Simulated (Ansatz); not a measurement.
System: fcc Ir. Method: PBEsol (Ansatz, an electronic-structure program, PAW).

A relaxed, unreconstructed slab of the (110) face has 12 atoms, two equal faces of 10.378 Å² each and an energy of -141584.0692 eV. A bulk cell of 2 atoms with the same orientation and in-plane k mesh has -23598.0751 eV. Energies are extrapolated to zero smearing.

Numerical settings: plane-wave cutoff 500 eV, 14×20×1 k mesh (along the axes of the cell as run), Fermi–Dirac smearing 0.1 eV, scalar-relativistic PAW data made under PBE.

Worked out: γ = (E_slab − N E_bulk per atom)/2A = [-141584.0692 − 12 × (-23598.0751/2)]/(2 × 10.378) = 0.2111 eV/Å². With 16.022 J/m² per eV/Å² this is 3.38 J/m², or 2.19 eV per surface cell and face.
